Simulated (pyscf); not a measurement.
**1,1-elimination: `[Cl][GeH]([Cl])[Cl]` → `[ClH]` + `[Cl][Ge][Cl]` [singlet]**

Gas phase, singlet surface, charge 0. Bonds broken: Cl1–Ge2, Ge2–H5. Bonds formed: Cl1–H5. Optimised with ωB97X-D3(BJ)/def2-SVP in PySCF. MP2 and CC: frozen core, UHF for open shells. ΔMP2 is the change of the MP2 total energy from the triple- to the quadruple-zeta basis.

Transition state (Å):

```xyz
5

Cl    -0.1666     0.0908     0.5479
Ge    -2.4786    -0.6980     0.8510
Cl    -2.5080    -2.5516    -0.2166
Cl    -3.6234     0.6743    -0.3251
H     -1.2453    -0.2392     1.8144
```

One imaginary mode, 1254i cm⁻¹; descent along it reached the two sides named, in the forms told below.

```csv
bond,change,reactant side (Å),saddle,product side
Cl1–Ge2,breaks,2.128,2.462,3.0
Ge2–H5,breaks,1.521,1.631,3.4
Cl1–H5,forms,3.0,1.696,1.286
```

Electronic energies relative to the reactant's lowest minimum found (kJ/mol):

```
level                             barrier  reaction energy  reverse barrier
--------------------------------  -------  ---------------  ---------------
ωB97X-D3(BJ)/def2-TZVP              243.5           +133.7            109.9
PBE/def2-TZVP                       172.8            +92.0             80.8
r²SCAN/def2-TZVP                    199.1           +121.7             77.3
B3LYP-D3(BJ)/def2-TZVP              200.6            +95.1            105.5
PBE0-D3(BJ)/def2-TZVP               209.5           +120.7             88.9
M06-2X/def2-TZVP                    234.3           +130.3            104.0
ωB97M-D3(BJ)/def2-TZVP              226.2           +104.7            121.6
HF/def2-TZVP                        301.4           +121.4            180.0
MP2/def2-QZVPP                      227.7           +129.4             98.4
CCSD/def2-TZVPP                     249.3           +124.6            124.7
CCSD(T)/def2-TZVPP                  234.3           +125.1            109.2
CCSD(T)/def2-TZVPP + ΔMP2(QZVPP)    226.6           +116.0            110.6
```

With CCSD(T)/def2-TZVPP + ΔMP2(QZVPP) energies and thermal terms (ideal gas, 1 atm, RRHO with modes under 100 cm⁻¹ raised to 100, one conformer, R ln 2 for chiral ones without a mode under 150 cm⁻¹), in kJ/mol:

```
T (K)    ΔH‡    ΔG‡      ΔH     ΔG
-----  -----  -----  ------  -----
298    217.4  212.2  +111.2  +65.6
600    216.6  207.2  +109.9  +19.6
900    215.2  202.8  +106.8  -24.9
1200   213.4  198.9  +103.1  -68.3
```

On the product side the descent ends in a complex, 19.8 kJ/mol under the separated species and 129.7 kJ/mol under the saddle at ωB97X-D3(BJ)/def2-TZVP. One saddle was located; it need not be the lowest between these sides. The CCSD(T) − MP2 part came from Ansatz, without density fitting, on the same reference. The frozen core leaves the outer d or s,p core shells of the metals and heavy elements correlated in the MP2 and CC values, and def2-TZVPP describes them poorly, which can shift differences by a few kcal/mol. Elements up to Kr have no core potential and no relativistic terms here.
